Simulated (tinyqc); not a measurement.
Inside a calculation. Method: RKS/LDA (VWN5) in the sto-3g basis, for HF, spin multiplicity 1. Computed by tinyqc, a small Python program that keeps every step (integrals from PySCF). Settings: charge = 0, multiplicity = 1, basis = sto-3g, energy threshold = 1e-10, iteration cap = 81, orthogonalisation = symmetric, start = core, DIIS depth = 0, method = RKS, functional = lda,vwn, grid = [10, 26]. Command: `OMP_NUM_THREADS=1 python tinyqc.py 24517 24518 out.jsonl` (the two numbers bound the seeds that draw the settings). One thread of a shared host (Intel(R) Xeon(R) Processor @ 2.60GHz), about 1 s of CPU time with the checks. Later iterations appear only in the table of the cycle.

## One-electron integrals

Geometry (angstrom):

| atom | x | y | z |
|---|---|---|---|
| F | 0.0000 | 0.0000 | 0.0000 |
| H | 0.0000 | 0.0000 | 1.7430 |

Basis sto-3g: exponents (1/bohr^2) and contraction coefficients of normalised primitives:

| element | l (shell) | exponent | coefficient |
|---|---|---|---|
| F | s (1) | 166.6791 | 0.1543 |
| F | s (1) | 30.3608 | 0.5353 |
| F | s (1) | 8.2168 | 0.4446 |
| F | s (2) | 6.4648 | -0.1000 |
| F | s (2) | 1.5023 | 0.3995 |
| F | s (2) | 0.4886 | 0.7001 |
| F | p (3) | 6.4648 | 0.1559 |
| F | p (3) | 1.5023 | 0.6077 |
| F | p (3) | 0.4886 | 0.3920 |
| H | s (1) | 3.4253 | 0.1543 |
| H | s (1) | 0.6239 | 0.5353 |
| H | s (1) | 0.1689 | 0.4446 |

Overlap, kinetic and nuclear-attraction integrals over the contracted functions; the nuclear repulsion is the sum of Za Zb / Rab.

nuclear repulsion = 2.732412 hartree

overlap S:
```
         1F 1s   1F 2s  1F 2px  1F 2py  1F 2pz   2H 1s
1F 1s   1.0000  0.2380  0.0000  0.0000  0.0000  0.0075
1F 2s   0.2380  1.0000  0.0000  0.0000  0.0000  0.1009
1F 2px  0.0000  0.0000  1.0000  0.0000  0.0000  0.0000
1F 2py  0.0000  0.0000  0.0000  1.0000  0.0000  0.0000
1F 2pz  0.0000  0.0000  0.0000  0.0000  1.0000  0.0983
2H 1s   0.0075  0.1009  0.0000  0.0000  0.0983  1.0000
```

kinetic energy T (hartree):
```
          1F 1s    1F 2s  1F 2px  1F 2py   1F 2pz    2H 1s
1F 1s   36.9846  -0.2129  0.0000  0.0000   0.0000  -0.0020
1F 2s   -0.2129   1.0380  0.0000  0.0000   0.0000  -0.0194
1F 2px   0.0000   0.0000  3.2480  0.0000   0.0000   0.0000
1F 2py   0.0000   0.0000  0.0000  3.2480   0.0000   0.0000
1F 2pz   0.0000   0.0000  0.0000  0.0000   3.2480  -0.0036
2H 1s   -0.0020  -0.0194  0.0000  0.0000  -0.0036   0.7600
```

nuclear attraction V (hartree):
```
           1F 1s     1F 2s    1F 2px    1F 2py    1F 2pz    2H 1s
1F 1s   -77.3132   -9.2491    0.0000    0.0000   -0.0042  -0.2983
1F 2s    -9.2491  -11.8448    0.0000    0.0000   -0.0521  -0.7793
1F 2px    0.0000    0.0000  -11.7459    0.0000    0.0000   0.0000
1F 2py    0.0000    0.0000    0.0000  -11.7459    0.0000   0.0000
1F 2pz   -0.0042   -0.0521    0.0000    0.0000  -11.7653  -0.6203
2H 1s    -0.2983   -0.7793    0.0000    0.0000   -0.6203  -3.9553
```

core Hamiltonian H = T + V (hartree):
```
           1F 1s     1F 2s   1F 2px   1F 2py   1F 2pz    2H 1s
1F 1s   -40.3286   -9.4619   0.0000   0.0000  -0.0042  -0.3003
1F 2s    -9.4619  -10.8068   0.0000   0.0000  -0.0521  -0.7987
1F 2px    0.0000    0.0000  -8.4979   0.0000   0.0000   0.0000
1F 2py    0.0000    0.0000   0.0000  -8.4979   0.0000   0.0000
1F 2pz   -0.0042   -0.0521   0.0000   0.0000  -8.5173  -0.6239
2H 1s    -0.3003   -0.7987   0.0000   0.0000  -0.6239  -3.1953
```

## Two-electron integrals

Functions are numbered as in S; the eight-fold symmetry (ij|kl) = (ji|kl) = (kl|ij) leaves the list below.

Two-electron integrals (ij|kl) in chemists' order, unique and non-zero (hartree):
```
(11|11) 5.4035     (21|11) 0.8419     (21|21) 0.1563     (22|11) 1.2680
(22|21) 0.2923     (22|22) 0.9262     (31|31) 0.0280     (32|31) 0.0432
(32|32) 0.2046     (33|11) 1.2645     (33|21) 0.2924     (33|22) 0.9260
(33|33) 0.9975     (41|41) 0.0280     (42|41) 0.0432     (42|42) 0.2046
(43|43) 0.0538     (44|11) 1.2645     (44|21) 0.2924     (44|22) 0.9260
(44|33) 0.8900     (44|44) 0.9975     (51|51) 0.0280     (52|51) 0.0432
(52|52) 0.2046     (53|53) 0.0538     (54|54) 0.0538     (55|11) 1.2645
(55|21) 0.2924     (55|22) 0.9260     (55|33) 0.8900     (55|44) 0.8900
(55|55) 0.9975     (61|11) 0.0268     (61|21) 0.0049     (61|22) 0.0092
(61|33) 0.0092     (61|44) 0.0092     (61|51) 1.87e-04   (61|52) 3.53e-04
(61|55) 0.0092     (61|61) 1.58e-04   (62|11) 0.0810     (62|21) 0.0190
(62|22) 0.0689     (62|33) 0.0680     (62|44) 0.0680     (62|51) 0.0013
(62|52) 0.0107     (62|55) 0.0708     (62|61) 0.0006     (62|62) 0.0069
(63|31) 0.0018     (63|32) 0.0115     (63|53) 0.0022     (63|63) 0.0010
(64|41) 0.0018     (64|42) 0.0115     (64|54) 0.0022     (64|64) 0.0010
(65|11) 0.0624     (65|21) 0.0148     (65|22) 0.0576     (65|33) 0.0555
(65|44) 0.0555     (65|51) 0.0026     (65|52) 0.0191     (65|55) 0.0618
(65|61) 4.88e-04   (65|62) 0.0071     (65|65) 0.0082     (66|11) 0.3032
(66|21) 0.0721     (66|22) 0.3025     (66|33) 0.2965     (66|44) 0.2965
(66|51) 0.0041     (66|52) 0.0507     (66|55) 0.3144     (66|61) 0.0023
(66|62) 0.0427     (66|65) 0.0521     (66|66) 0.7746
```

## Orthogonalisation

S = U s U^T; symmetric (Loewdin) form X = U s^(-1/2) U^T, so that X^T S X = 1.

eigenvalues of S: 0.7412  0.9076  1.0000  1.0000  1.0865  1.2647

X:
```
          1F 1s    1F 2s  1F 2px  1F 2py   1F 2pz    2H 1s
1F 1s    1.0222  -0.1239  0.0000  0.0000  -0.0005   0.0056
1F 2s   -0.1239   1.0263  0.0000  0.0000   0.0039  -0.0523
1F 2px   0.0000   0.0000  1.0000  0.0000   0.0000   0.0000
1F 2py   0.0000   0.0000  0.0000  1.0000   0.0000   0.0000
1F 2pz  -0.0005   0.0039  0.0000  0.0000   1.0037  -0.0498
2H 1s    0.0056  -0.0523  0.0000  0.0000  -0.0498   1.0076
```

## Starting guess

The start is the orbitals of the core Hamiltonian; D = 2 C_occ C_occ^T.

D at the start:
```
          1F 1s    1F 2s  1F 2px  1F 2py   1F 2pz    2H 1s
1F 1s    2.1205  -0.5068  0.0000  0.0000  -0.0024   0.0158
1F 2s   -0.5068   2.1316  0.0000  0.0000   0.0124  -0.0646
1F 2px   0.0000   0.0000  2.0000  0.0000   0.0000   0.0000
1F 2py   0.0000   0.0000  0.0000  2.0000   0.0000   0.0000
1F 2pz  -0.0024   0.0124  0.0000  0.0000   2.0129  -0.0828
2H 1s    0.0158  -0.0646  0.0000  0.0000  -0.0828   0.0053
```

## Iteration 1: exchange-correlation on the grid

Becke grid with 10 radial and 26 angular points per atom, points of zero weight dropped. rho = sum D_ij phi_i phi_j; V_xc,ij = sum w v_xc phi_i phi_j; v_xc is d(rho eps)/d rho.

The 12 grid points with the largest w rho, of 516 (bohr, atomic units):

| x | y | z | w | rho | eps_xc | v_xc |
|---|---|---|---|---|---|---|
| 0.0000 | 0.0000 | -1.1907 | 0.5432 | 0.3097 | -0.5617 | -0.7362 |
| 1.1907 | 0.0000 | 0.0000 | 0.5432 | 0.3094 | -0.5616 | -0.7360 |
| -1.1907 | 0.0000 | 0.0000 | 0.5432 | 0.3094 | -0.5616 | -0.7360 |
| 0.0000 | -1.1907 | 0.0000 | 0.5432 | 0.3094 | -0.5616 | -0.7360 |
| 0.0000 | 1.1907 | 0.0000 | 0.5432 | 0.3094 | -0.5616 | -0.7360 |
| 0.0000 | 0.0000 | 1.1907 | 0.5114 | 0.3083 | -0.5609 | -0.7351 |
| 0.0000 | 0.0000 | 0.6632 | 0.1116 | 1.3581 | -0.8921 | -1.1731 |
| 0.0000 | 0.0000 | -0.6632 | 0.1117 | 1.3491 | -0.8902 | -1.1707 |
| 0.6632 | 0.0000 | 0.0000 | 0.1117 | 1.3489 | -0.8901 | -1.1706 |
| -0.6632 | 0.0000 | 0.0000 | 0.1117 | 1.3489 | -0.8901 | -1.1706 |
| 0.0000 | 0.6632 | 0.0000 | 0.1117 | 1.3489 | -0.8901 | -1.1706 |
| 0.0000 | -0.6632 | 0.0000 | 0.1117 | 1.3489 | -0.8901 | -1.1706 |

electrons on the grid, sum of w rho = 9.9347

E_xc = sum of w rho eps_xc = -10.569041 hartree

V_xc (hartree):
```
          1F 1s    1F 2s   1F 2px   1F 2py   1F 2pz    2H 1s
1F 1s   -3.2024  -0.4694   0.0000   0.0000  -0.0002  -0.0151
1F 2s   -0.4694  -0.9433   0.0000   0.0000   0.0006  -0.0572
1F 2px   0.0000   0.0000  -0.9343   0.0000   0.0000   0.0000
1F 2py   0.0000   0.0000   0.0000  -0.9343   0.0000   0.0000
1F 2pz  -0.0002   0.0006   0.0000   0.0000  -0.9353  -0.0414
2H 1s   -0.0151  -0.0572   0.0000   0.0000  -0.0414  -0.0940
```

## Iteration 1: building the Kohn-Sham matrix

J_ij = sum D_kl (ij|kl); F = H + J + V_xc; E = tr D H + tr D J / 2 + E_xc + E_nn.

Coulomb J (hartree):
```
          1F 1s   1F 2s  1F 2px  1F 2py  1F 2pz   2H 1s
1F 1s   20.8926  4.0038  0.0000  0.0000  0.0004  0.1266
1F 2s    4.0038  9.9179  0.0000  0.0000  0.0006  0.7124
1F 2px   0.0000  0.0000  9.9090  0.0000  0.0000  0.0000
1F 2py   0.0000  0.0000  0.0000  9.9090  0.0000  0.0000
1F 2pz   0.0004  0.0006  0.0000  0.0000  9.9091  0.5848
2H 1s    0.1266  0.7124  0.0000  0.0000  0.5848  3.0247
```

Kohn-Sham matrix F (hartree):
```
           1F 1s    1F 2s  1F 2px  1F 2py   1F 2pz    2H 1s
1F 1s   -22.6384  -5.9275  0.0000  0.0000  -0.0040  -0.1888
1F 2s    -5.9275  -1.8323  0.0000  0.0000  -0.0509  -0.1435
1F 2px    0.0000   0.0000  0.4768  0.0000   0.0000   0.0000
1F 2py    0.0000   0.0000  0.0000  0.4768   0.0000   0.0000
1F 2pz   -0.0040  -0.0509  0.0000  0.0000   0.4565  -0.0805
2H 1s    -0.1888  -0.1435  0.0000  0.0000  -0.0805  -0.2647
```

total energy of this density = -97.356145 hartree

## Iteration 1: diagonalisation and new density

Diagonalise F' = X^T F X, C = X C', fill 5 alpha and 5 beta electrons from the bottom; D = 2 C_occ C_occ^T. Each column has its largest component positive (the first on a tie).

F' = X^T F X (hartree):
```
          1        2       3       4        5        6
1  -22.1846  -3.2000  0.0000  0.0000  -0.0013   0.0013
2   -3.2000  -0.7578  0.0000  0.0000  -0.0433  -0.0677
3    0.0000   0.0000  0.4768  0.0000   0.0000   0.0000
4    0.0000   0.0000  0.0000  0.4768   0.0000   0.0000
5   -0.0013  -0.0433  0.0000  0.0000   0.4669  -0.0891
6    0.0013  -0.0677  0.0000  0.0000  -0.0891  -0.2490
```

orbital energies (hartree): MO1 -22.6523, MO2 -0.3493, MO3 -0.2023, MO4 0.4768, MO5 0.4768, MO6 0.4794

coefficients C:
```
            MO1      MO2      MO3     MO4      MO5      MO6
1F 1s    0.9936  -0.2075   0.1732  0.0000   0.0000   0.0107
1F 2s    0.0258   0.7731  -0.6868  0.0000   0.0000  -0.0363
1F 2px   0.0000   0.0000   0.0000  0.0643   0.9979   0.0000
1F 2py   0.0000   0.0000   0.0000  0.9979  -0.0643   0.0000
1F 2pz   0.0004   0.0808   0.0228  0.0000   0.0000   1.0014
2H 1s   -0.0017   0.5761   0.8132  0.0000   0.0000  -0.1652
```

D after iteration 1:
```
          1F 1s    1F 2s  1F 2px  1F 2py   1F 2pz    2H 1s
1F 1s    2.1205  -0.5075  0.0000  0.0000  -0.0249   0.0393
1F 2s   -0.5075   2.1400  0.0000  0.0000   0.0937  -0.2264
1F 2px   0.0000   0.0000  2.0000  0.0000   0.0000   0.0000
1F 2py   0.0000   0.0000  0.0000  2.0000   0.0000   0.0000
1F 2pz  -0.0249   0.0937  0.0000  0.0000   0.0141   0.1302
2H 1s    0.0393  -0.2264  0.0000  0.0000   0.1302   1.9865
```

Within a degenerate level the vectors are fixed only up to a rotation; this is one choice.

## Iteration 2: exchange-correlation on the grid

As before.

The 12 grid points with the largest w rho, of 516 (bohr, atomic units):

| x | y | z | w | rho | eps_xc | v_xc |
|---|---|---|---|---|---|---|
| 0.0000 | 1.1907 | 0.0000 | 0.5432 | 0.3093 | -0.5615 | -0.7359 |
| 1.1907 | 0.0000 | 0.0000 | 0.5432 | 0.3093 | -0.5615 | -0.7359 |
| -1.1907 | 0.0000 | 0.0000 | 0.5432 | 0.3093 | -0.5615 | -0.7359 |
| 0.0000 | -1.1907 | 0.0000 | 0.5432 | 0.3093 | -0.5615 | -0.7359 |
| 0.0000 | 0.6632 | 0.0000 | 0.1117 | 1.3489 | -0.8902 | -1.1706 |
| 0.6632 | 0.0000 | 0.0000 | 0.1117 | 1.3489 | -0.8902 | -1.1706 |
| -0.6632 | 0.0000 | 0.0000 | 0.1117 | 1.3489 | -0.8902 | -1.1706 |
| 0.0000 | -0.6632 | 0.0000 | 0.1117 | 1.3489 | -0.8902 | -1.1706 |
| -0.8419 | 0.8419 | 0.0000 | 0.4346 | 0.3093 | -0.5615 | -0.7359 |
| 0.8419 | 0.8419 | 0.0000 | 0.4346 | 0.3093 | -0.5615 | -0.7359 |
| -0.8419 | -0.8419 | 0.0000 | 0.4346 | 0.3093 | -0.5615 | -0.7359 |
| 0.8419 | -0.8419 | 0.0000 | 0.4346 | 0.3093 | -0.5615 | -0.7359 |

electrons on the grid, sum of w rho = 9.9286

E_xc = sum of w rho eps_xc = -9.619755 hartree

V_xc (hartree):
```
          1F 1s    1F 2s   1F 2px   1F 2py   1F 2pz    2H 1s
1F 1s   -3.1784  -0.4532   0.0000   0.0000  -0.0013  -0.0146
1F 2s   -0.4532  -0.8611   0.0000   0.0000  -0.0118  -0.0574
1F 2px   0.0000   0.0000  -0.8888   0.0000   0.0000   0.0000
1F 2py   0.0000   0.0000   0.0000  -0.8888   0.0000   0.0000
1F 2pz  -0.0013  -0.0118   0.0000   0.0000  -0.7810  -0.0470
2H 1s   -0.0146  -0.0574   0.0000   0.0000  -0.0470  -0.5036
```

## Iteration 2: building the Kohn-Sham matrix

As before.

Coulomb J (hartree):
```
          1F 1s   1F 2s  1F 2px  1F 2py  1F 2pz   2H 1s
1F 1s   18.9767  3.5649  0.0000  0.0000  0.0150  0.1129
1F 2s    3.5649  8.6763  0.0000  0.0000  0.1371  0.6586
1F 2px   0.0000  0.0000  8.7270  0.0000  0.0000  0.0000
1F 2py   0.0000  0.0000  0.0000  8.7270  0.0000  0.0000
1F 2pz   0.0150  0.1371  0.0000  0.0000  8.5493  0.5691
2H 1s    0.1129  0.6586  0.0000  0.0000  0.5691  3.9499
```

Kohn-Sham matrix F (hartree):
```
           1F 1s    1F 2s   1F 2px   1F 2py   1F 2pz    2H 1s
1F 1s   -24.5303  -6.3502   0.0000   0.0000   0.0095  -0.2020
1F 2s    -6.3502  -2.9915   0.0000   0.0000   0.0732  -0.1976
1F 2px    0.0000   0.0000  -0.6597   0.0000   0.0000   0.0000
1F 2py    0.0000   0.0000   0.0000  -0.6597   0.0000   0.0000
1F 2pz    0.0095   0.0732   0.0000   0.0000  -0.7491  -0.1018
2H 1s    -0.2020  -0.1976   0.0000   0.0000  -0.1018   0.2510
```

total energy of this density = -97.244675 hartree

## Iteration 2: diagonalisation and new density

As before.

F' = X^T F X (hartree):
```
          1        2        3        4        5        6
1  -24.0723  -3.2629   0.0000   0.0000  -0.0024   0.0020
2   -3.2629  -1.8923   0.0000   0.0000   0.0791  -0.0972
3    0.0000   0.0000  -0.6597   0.0000   0.0000   0.0000
4    0.0000   0.0000   0.0000  -0.6597   0.0000   0.0000
5   -0.0024   0.0791   0.0000   0.0000  -0.7432  -0.0830
6    0.0020  -0.0972   0.0000   0.0000  -0.0830   0.2769
```

orbital energies (hartree): MO1 -24.5424, MO2 -1.4356, MO3 -0.7427, MO4 -0.6597, MO5 -0.6597, MO6 0.2898

coefficients C:
```
            MO1      MO2      MO3      MO4     MO5      MO6
1F 1s    0.9941  -0.2663  -0.0270   0.0000  0.0000   0.0212
1F 2s    0.0236   1.0231   0.1043   0.0000  0.0000  -0.1143
1F 2px   0.0000   0.0000   0.0000   0.9986  0.0522   0.0000
1F 2py   0.0000   0.0000   0.0000  -0.0522  0.9986   0.0000
1F 2pz  -0.0003  -0.1057   0.9903   0.0000  0.0000  -0.1345
2H 1s   -0.0014   0.0043   0.0363   0.0000  0.0000   1.0096
```

D after iteration 2:
```
          1F 1s    1F 2s  1F 2px  1F 2py   1F 2pz    2H 1s
1F 1s    2.1198  -0.5035  0.0000  0.0000   0.0022  -0.0070
1F 2s   -0.5035   2.1165  0.0000  0.0000  -0.0097   0.0163
1F 2px   0.0000   0.0000  2.0000  0.0000   0.0000   0.0000
1F 2py   0.0000   0.0000  0.0000  2.0000   0.0000   0.0000
1F 2pz   0.0022  -0.0097  0.0000  0.0000   1.9835   0.0709
2H 1s   -0.0070   0.0163  0.0000  0.0000   0.0709   0.0027
```

Within a degenerate level the vectors are fixed only up to a rotation; this is one choice.

## Convergence

Stop when the energy changes by less than 1e-10 hartree and every element of the error matrix X^T (F D S - S D F) X is below 3e-06.

Course of the cycle:

| iteration | E (hartree) | change | largest element of the error matrix |
|---|---|---|---|
| 1 | -97.356145 | - | 1.88e-01 |
| 2 | -97.244675 | 1.11e-01 | 3.91e-01 |
| 3 | -97.402449 | -1.58e-01 | 2.89e-01 |
| 4 | -97.245224 | 1.57e-01 | 3.93e-01 |
| 5 | -97.402482 | -1.57e-01 | 2.89e-01 |
| 6 | -97.245217 | 1.57e-01 | 3.93e-01 |
| 7 | -97.402482 | -1.57e-01 | 2.89e-01 |
| 8 | -97.245217 | 1.57e-01 | 3.93e-01 |
| 9 | -97.402482 | -1.57e-01 | 2.89e-01 |
| 10 | -97.245217 | 1.57e-01 | 3.93e-01 |
| 11 | -97.402482 | -1.57e-01 | 2.89e-01 |
| 12 | -97.245217 | 1.57e-01 | 3.93e-01 |
| 13 | -97.402482 | -1.57e-01 | 2.89e-01 |
| 14 | -97.245217 | 1.57e-01 | 3.93e-01 |
| ... | ... | ... | ... |
| 68 | -97.245217 | 1.57e-01 | 3.93e-01 |
| 69 | -97.402482 | -1.57e-01 | 2.89e-01 |
| 70 | -97.245217 | 1.57e-01 | 3.93e-01 |
| 71 | -97.402482 | -1.57e-01 | 2.89e-01 |
| 72 | -97.245217 | 1.57e-01 | 3.93e-01 |
| 73 | -97.402482 | -1.57e-01 | 2.89e-01 |
| 74 | -97.245217 | 1.57e-01 | 3.93e-01 |
| 75 | -97.402482 | -1.57e-01 | 2.89e-01 |
| 76 | -97.245217 | 1.57e-01 | 3.93e-01 |
| 77 | -97.402482 | -1.57e-01 | 2.89e-01 |
| 78 | -97.245217 | 1.57e-01 | 3.93e-01 |
| 79 | -97.402482 | -1.57e-01 | 2.89e-01 |
| 80 | -97.245217 | 1.57e-01 | 3.93e-01 |
| 81 | -97.402482 | -1.57e-01 | 2.89e-01 |

PySCF RKS in the same basis, fine grid = -97.583648 hartree

Not converged within the cap of 81 iterations: the residual has stopped falling: the iteration swings between two states. Reruns (cap 100 unless said): DIIS 8: converged in 34; damping 0.5: not converged; level shift 0.5: converged in 35; atomic densities as start, DIIS 8: converged in 11; the original settings with a cap of 400: not converged.
